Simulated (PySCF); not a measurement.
**Spin states of BH⁺**

Unrestricted PBE0; B jorge-DZP-DKH, H jorge-DZP-DKH; spin-free X2C with a Gaussian nucleus (PySCF 2.14). Outer shells of the fragments: B+ 2s2; H 1s1.

Followed along the bond (rough minima from three points):

| 2Ms+1 | unpaired | ⟨S²⟩ at the start | R at minimum (Å) | Te (eV) |
| --- | --- | --- | --- | --- |
| 2 | σ ↑ | 0.75 | 1.23 | 0.00 |
| 4 | σ ↑↑, π ↑ | 3.75 | none in the scan | ≤ 6.38 |

Solutions found at the starting distance of 1.235 Å, counted from the lowest of them; the search is not exhaustive and high or unbound solutions are not listed, so other states can lie among these:

| 2Ms+1 | unpaired | term | E (eV) | ⟨S²⟩ | ⟨Lz²⟩ | μ (D) |
| --- | --- | --- | --- | --- | --- | --- |
| 2 | σ ↑ | ²Σ⁺ | 0.00 | 0.75 | 0.00 | 0.45 |
| 2 | π ↑ | ²Π | 3.11 | 0.81 | 1.00 | -0.49 |
| 4 | σ ↑↑, π ↑ | ⁴Π | 6.82 | 3.75 | 1.00 | 2.55 |
| 4 | σ ↑, π ↑↑ | ⁴Σ⁻ | 9.81 | 3.75 | 0.00 | 1.24 |

A term symbol is given only where ⟨S²⟩ and ⟨Lz²⟩ are close to those of a pure state; real π, δ and φ orbitals otherwise mix terms. A positive dipole points towards H; it is taken about the centre of mass and depends on that origin.

Counting both spins, an empty level lies below a filled one in some of these solutions, because spin and occupation are held.
